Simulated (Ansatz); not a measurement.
Program: Ansatz. Geometries: PBE0-D4/def2-TZVP. ΔE: electronic, gas phase. CBS: MP2 limit from def2 TZ/QZ plus the TZ coupled-cluster correction, frozen cores. This one scheme is used for every species. DFT in def2-TZVPP. HSE06 is defined as in plane-wave codes. Each species was taken in one conformer, which may not be the lowest.

Consider the formal hydrolysis of a C–F bond: `FCC1CO1` + H₂O → `OCC1CO1` + H–F.

(1) Is it downhill or uphill in electronic energy at CCSD(T)/CBS, and by how much? (Best estimate.)

(2) What do these levels give: PBE-D4, revPBE-D4, r2SCAN0-D4, HSE06-D4, ωB97X-V, BLYP, r2SCAN0, HSE06, BHLYP, CCSD/def2-SVP, MP2/CBS(def2), CCSD/CBS(def2)? (Estimate.)

Largest T1 diagnostic among the species: 0.011.

Answers

(1) Ansatz gave: Downhill: ΔE = -0.06 eV.

(2) The calculation gave: PBE-D4 -0.04, revPBE-D4 -0.06, r2SCAN0-D4 -0.03, HSE06-D4 -0.05, ωB97X-V -0.01, BLYP 0.05, r2SCAN0 -0.03, HSE06 -0.03, BHLYP 0.02, CCSD/def2-SVP -0.05, MP2/CBS(def2) -0.11, CCSD/CBS(def2) -0.05 eV.

In def2-TZVPP, CCSD(T) changes the Hartree–Fock value by −0.12 eV (the triples alone add −0.01 eV) and MP2 by −0.16 eV. The D4 term adds −0.03 eV with B3LYP and −0.02 eV with PBE0; it sums over pairs of atoms, weighted by their polarisabilities, and B3LYP, whose exchange is more repulsive, gets the larger term.

B3LYP here is the variant with VWN-RPA as its local correlation; programs differ in this.
